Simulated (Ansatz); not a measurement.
**CH5Al (triplet): the correlation ladder at distance Al1–H4 along a hydrogen transfer = 1.764 Å, cc-pVDZ**

One table from this session's results is given with a row withheld; the runs are named, their logs left out.

Program: Ansatz 0.2.0, Gaussian basis. Level of theory: cc-pVDZ, core rule «outside noble gas», up to 6 orbitals frozen. These are calculated values, not measurements.

Plan: UHF; CCSD(T) on ROHF; CCSD(T) on UHF; BCCD(T) on ROHF; CISD; CCSDT(Q) on ROHF; CCSDT(Q) on UHF; CASSCF and NEVPT2, 4 electrons in 4 orbitals.

7 further runs of the same task are left out: 1 for a mislabelled method, 6 that didn't finish.

## The system

The geometry derives from fragments relaxed apart (PBE0/def2-TZVP) and kept rigid, so it is no stationary point. A hydrogen atom is moved between rigid fragments.

7 atoms, charge 0, spin multiplicity 3.

Atoms are counted from 1 here; the program's logs count them from 0.

Bond lengths: Al1–H2 1.586 Å, Al1–H3 1.586 Å, Al1–H4 1.764 Å, H4–C5 1.328 Å, C5–H6 1.079 Å, C5–H7 1.079 Å. Angles: H2–Al1–H3 120.0°, H2–Al1–H4 120.0°, H3–Al1–H4 120.0°, Al1–H4–C5 180.0°, H4–C5–H6 112.6°, H4–C5–H7 112.6°, H6–C5–H7 134.8°.

Set-up of the first run:

Input file in.yaml:

```yaml
crystal:
  periodic: [false, false, false]
  atoms:
    - {symbol: Al, position_ang: [-1.008024, 0.000000, 0.000000]}
    - {symbol: H, position_ang: [-1.800948, 1.373384, 0.000000]}
    - {symbol: H, position_ang: [-1.800948, -1.373384, 0.000000]}
    - {symbol: H, position_ang: [0.755976, 0.000000, 0.000000]}
    - {symbol: C, position_ang: [2.083976, 0.000000, 0.000000]}
    - {symbol: H, position_ang: [2.498444, 0.000000, 0.996161]}
    - {symbol: H, position_ang: [2.498444, 0.000000, -0.996161]}
basis:
  gaussian: {orbitals: cc-pVDZ}
magnetization: {spin_polarized: true, initial_magnetization: 2}
hamiltonian: {xc: hf}
output: {orbitals: {seedname: orbitals}}
```

The run is started by

```
> ansatz run in.yaml --threads 1 --pin off --events-out ev --progress --plain --max-ram 2393MiB
```

Steps of the session up to this table: UHF; CCSD(T) on ROHF; CCSD(T) on UHF; BCCD(T) on ROHF; CISD; CCSDT(Q) on ROHF; CCSDT(Q) on UHF; CASSCF and NEVPT2, 4 electrons in 4 orbitals.

One of the session's tables, all rows but one given; the rest of the session is left out.

```
     method  from UCCSDT(Q) (meV)
       ROHF               +6861.4
        UHF               +6540.8
       RMP2               +1309.5
       UMP2               +1368.2
       CISD                +705.1
      RCCSD                +172.1
      UCCSD                +166.2
   RCCSD(T)                 +34.6
   UCCSD(T)                 +35.7
    BCCD(T)                 +35.2
     RCCSDT                  +7.4
     UCCSDT                  +6.3
  RCCSDT(Q)                     ?
  UCCSDT(Q)                     0
CASSCF pair               +6232.1
NEVPT2 pair               +1333.4
```

Q: Estimate the row for RCCSDT(Q) from the others.

**Answer.** from UCCSDT(Q) (meV): +0.8. In the column «from UCCSDT(Q) (meV)» it lies between UCCSDT(Q) (0) and UCCSDT (+6.3).

Limits of these values: Restricted and unrestricted rows rest on different reference determinants; where their highest levels disagree by more than a few hundredths of an eV, they describe different states and don't form one ladder.
